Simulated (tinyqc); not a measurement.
Coupled-perturbed Hartree-Fock on RHF in the sto-6g basis, for OH-, spin multiplicity 1, step by step. The basis has no diffuse functions, so it cannot describe the extra electron: this is an exercise in the method, not the real anion. One step of it, computed by the program tinyqc.

Problem. Response to a field: uncoupled start. Field along z; U_ai = -mu_ai / (e_a - e_i), alpha = -4 sum U_ai mu_ai.

orbital energies (hartree): MO1 -19.666641, MO2 -0.592921, MO3 0.066616, MO4 0.232187, MO5 0.232187, MO6 1.167365

dipole integrals <a|z|i> (bohr):
```
           i1        i2        i3        i4        i5
a6  -0.055252  0.069918  1.061965  0.000000  0.000000
```

Give: uncoupled U; uncoupled polarisability.

Solution.

uncoupled U:
```
       i1      i2      i3     i4     i5
a6  0.003  -0.040  -0.965  0.000  0.000
```

uncoupled polarisability = 4.110 bohr^3
